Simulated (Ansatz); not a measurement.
**CH10Si2 (built from SMILES C[SiH3].[SiH4]): search for a transition state**

Aim: find the saddle point of a four-centre ligand exchange that is to form Si1–Si7, C2–H6 and break Si1–C2, H6–Si7, prove it by its vibrations, and relax downhill on both sides to see what it joins.

Program: Ansatz 0.2.0, Gaussian basis. Level of theory: PBE0-D4, def2-SVP first, then def2-TZVP. These are calculated values, not measurements.

152 further runs of the same task are left out: 152 set aside as unsound or not needed.

## Step 1: Starting geometry

The guess: 13 atoms, charge 0, spin multiplicity 1.

Atoms are counted from 1 here; the program's logs count them from 0.

Bond lengths: Si1–H3 1.470 Å, Si1–H4 1.512 Å, Si1–H5 1.471 Å, C2–H8 1.085 Å, C2–H9 1.085 Å, C2–H10 1.082 Å, Si7–H11 1.472 Å, Si7–H12 1.470 Å, Si7–H13 1.468 Å. Angles: H3–Si1–H4 95.1°, H3–Si1–H5 157.4°, H4–Si1–H5 95.2°, H8–C2–H9 110.7°, H8–C2–H10 106.7°, H9–C2–H10 106.5°, H11–Si7–H12 105.0°, H11–Si7–H13 105.3°, H12–Si7–H13 106.1°.

Coordinates:

```mol
CH10Si2
  3D, bonds by distance, orders not assigned

 13  9  0  0  0  0  0  0  0  0999 V2000
   -0.7248    0.6543    0.7818 Si  0  0
    0.5754   -1.0706    1.1467 C   0  0
   -1.9151   -0.0682    0.3098 H   0  0
   -1.2845    0.9556    2.1542 H   0  0
    0.2941    1.7141    0.8179 H   0  0
    0.3390   -0.4295   -0.0466 H   0  0
    0.0691    0.4808   -1.8947 Si  0  0
    0.2601   -2.0545    0.8157 H   0  0
    1.6555   -0.9774    1.0977 H   0  0
    0.3067   -0.9930    2.1924 H   0  0
    0.1274   -0.7184   -2.7456 H   0  0
    1.3139    1.2094   -2.1789 H   0  0
   -1.0167    1.2975   -2.4503 H   0  0
  1  3  8  0
  1  4  8  0
  1  5  8  0
  2  8  8  0
  2  9  8  0
  2 10  8  0
  7 11  8  0
  7 12  8  0
  7 13  8  0
M  END
```

Distances that are to change: Si1–Si7 2.80 Å, C2–H6 1.38 Å, Si1–C2 2.19 Å, H6–Si7 2.08 Å.

## Step 2: Constrained relaxation of the guess

hold/in.yaml reads:

```yaml
crystal:
  periodic: [false, false, false]
  atoms:
    - {symbol: Si, position_ang: [-0.724800, 0.654300, 0.781800]}
    - {symbol: C, position_ang: [0.575400, -1.070600, 1.146700]}
    - {symbol: H, position_ang: [-1.915100, -0.068200, 0.309800]}
    - {symbol: H, position_ang: [-1.284500, 0.955600, 2.154200]}
    - {symbol: H, position_ang: [0.294100, 1.714100, 0.817900]}
    - {symbol: H, position_ang: [0.339000, -0.429500, -0.046600]}
    - {symbol: Si, position_ang: [0.069100, 0.480800, -1.894700]}
    - {symbol: H, position_ang: [0.260100, -2.054500, 0.815700]}
    - {symbol: H, position_ang: [1.655500, -0.977400, 1.097700]}
    - {symbol: H, position_ang: [0.306700, -0.993000, 2.192400]}
    - {symbol: H, position_ang: [0.127400, -0.718400, -2.745600]}
    - {symbol: H, position_ang: [1.313900, 1.209400, -2.178900]}
    - {symbol: H, position_ang: [-1.016700, 1.297500, -2.450300]}
basis:
  gaussian: {orbitals: def2-SVP}
hamiltonian: {xc: pbe0, dispersion: d4}
relax: {f_tol: 0.04, max_steps: 150, escape_saddle: false, constraints: [{distance: [0, 6]}, {distance: [1, 5]}, {distance: [0, 1]}, {distance: [5, 6]}]}
```

Started as:

```sh
ansatz run in.yaml --threads 4 --pin off --events-out ev --progress --plain --max-ram 9574MiB
```

Further steps of the session: Force constants to start from; Saddle search in the small basis; Saddle search in triple zeta; Checking the order of the point; Relaxing after a step of 0.30 Å one way along the mode; Relaxing after a step of 0.30 Å the other way along the mode.

Q: Predict the outcome of this session. Wanted: imaginary mode; barrier from the start side; barrier from the end side; energy of the step; pairs that change; zero-point energy at the saddle.

As calculated:

```
                       quantity                                                       value
                 imaginary mode                                                  1387i cm⁻¹
    barrier from the start side                                                311.0 kJ/mol
      barrier from the end side                                                326.9 kJ/mol
             energy of the step                                                -15.9 kJ/mol
              pairs that change  Si1–Si7 formed, C2–H6 formed, Si1–C2 broken, H6–Si7 broken
zero-point energy at the saddle                                                    2.474 eV
```

In words: One imaginary mode, 1387i cm⁻¹, makes this a first-order saddle. The two relaxations end on the structures that were planned. At PBE0-D4/def2-TZVP the electronic barrier is 311.0 kJ/mol, about 125 kT at 298 K, and the step runs 15.9 kJ/mol downhill. The barrier is thin enough for tunnelling; the leading (Wigner) term alone is a factor of 2.9 at 298 K. The ends are the nearest minima, not always the lowest complexes.
